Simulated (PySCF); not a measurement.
Numbering as in the mapped SMILES `[CH3:1][n:2]1[cH:3][cH:4][cH:5][n:6]1`. Hydrogens are named by the atom that carries them.

Geometry: PBE0-D3(BJ)/def2-SVP; GIAO shifts from PySCF 2.14, gas phase, non-relativistic, averaged over equivalent atoms.

At PBE/pcSseg-2 (300 basis functions, 52 s wall time on 1 thread of an Arm Neoverse V1, shared host):
| atoms | δ (ppm) |
| --- | --- |
| C5 | 144.8 |
| C3 | 131.9 |
| C4 | 111.6 |
| C1 | 41.0 |
| N6 | 341.9 |
| N2 | 230.3 |
| H(C5) | 7.47 |
| H(C3) | 7.15 |
| H(C4) | 6.29 |
| H(C1) | 3.77 |

Chemical shifts δ = σref − σ; $^{13}$C (σ = 179.39 ppm) and $^{1}$H (σ = 31.18 ppm) vs TMS; $^{15}$N (σ = 261.04 ppm) vs NH3, all at this level.

What do these become at HF/pcSseg-2?

## Answers


```json
{"atoms": "C5", "δ at HF/pcSseg-2": "153.3", "change": "+8.5"}
{"atoms": "C3", "δ at HF/pcSseg-2": "143.5", "change": "+11.6"}
{"atoms": "C4", "δ at HF/pcSseg-2": "108.8", "change": "-2.8"}
{"atoms": "C1", "δ at HF/pcSseg-2": "38.1", "change": "-2.9"}
{"atoms": "N6", "δ at HF/pcSseg-2": "361.1", "change": "+19.2"}
{"atoms": "N2", "δ at HF/pcSseg-2": "218.6", "change": "-11.7"}
{"atoms": "H(C5)", "δ at HF/pcSseg-2": "7.90", "change": "+0.43"}
{"atoms": "H(C3)", "δ at HF/pcSseg-2": "7.61", "change": "+0.46"}
{"atoms": "H(C4)", "δ at HF/pcSseg-2": "6.28", "change": "-0.01"}
{"atoms": "H(C1)", "δ at HF/pcSseg-2": "3.72", "change": "-0.05"}
```

Shifts are taken against calculated references (same method and geometry level): TMS for $^{13}$C (191.47 ppm) and $^{1}$H (31.68 ppm); $^{15}$N (260.75 ppm) vs NH3.

The largest change is at N6 (pyridine-type nitrogen of an azole). Cost: 300 basis functions, 19 s wall time on 1 thread of an Arm Neoverse V1, shared host. The order of the carbon signals is the same at both levels.

Experimental scales use liquid or dissolved standards, which lie at an offset from isolated NH3 (liquid NH3: subtract about 20 ppm). Unscaled 15N shifts of sp2 nitrogen come out 20 to 40 ppm too high even then.
